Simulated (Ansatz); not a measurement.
We consider hexagonal-diamond C (model structure), described by r²SCAN+rVV10 (plane waves, PAW; Ansatz, a first-principles code).

Settings: plane-wave cutoff 500 eV, 18×18×8 k mesh (along the axes of the cell as run), gaussian smearing 0.02 eV, scalar-relativistic PAW data made under PBE.

Cell (relaxed at this level):

```cif
data_C4
_chemical_formula_sum 'C4'
_space_group_name_H-M_alt 'P63/mmc'
_space_group_IT_number 194
_space_group_name_Hall '-P 6c 2c'
_cell_length_a 2.50140
_cell_length_b 2.50140
_cell_length_c 4.16643
_cell_angle_alpha 90.000
_cell_angle_beta 90.000
_cell_angle_gamma 120.000
loop_
_atom_site_label
_atom_site_type_symbol
_atom_site_symmetry_multiplicity
_atom_site_Wyckoff_symbol
_atom_site_fract_x
_atom_site_fract_y
_atom_site_fract_z
_atom_site_occupancy
C1 C 4 f 0.33333 0.66667 0.06276 1
```

Predict the band gap.


band gap: 3.53 eV (on the SCF k mesh)

Computed values are for the static lattice.

A model structure was made by putting elements into a prototype or built by hand; here it ended with the formula and space group of a phase in our tables.
